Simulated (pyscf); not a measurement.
Optimised with ωB97X-D3(BJ)/def2-SVP in PySCF.

Estimate the classical barrier height and the reaction energy of F–N(F)–F (SMILES FN(F)F) + F–SiH₂–F (SMILES F[SiH2]F) -> F–SiH(F)–F (SMILES F[SiH](F)F) + F–NH–F (SMILES FNF) at ωB97M-D3(BJ)/def2-TZVP. The step runs on the singlet surface, breaks F–N, H–Si and forms F–Si, H–N; take the separated reactants as zero.

ΔE‡ = 59.6 kcal/mol, ΔE = -83.5 kcal/mol. Zero-point energy shifts the barrier by -0.4 kcal/mol. It is a four-centre exchange, with an imaginary mode of 759i cm⁻¹. One saddle was located; it need not be the lowest between these sides. A restricted solution here is unstable towards spin polarisation, so biradical character is likely and single-reference numbers are less safe.
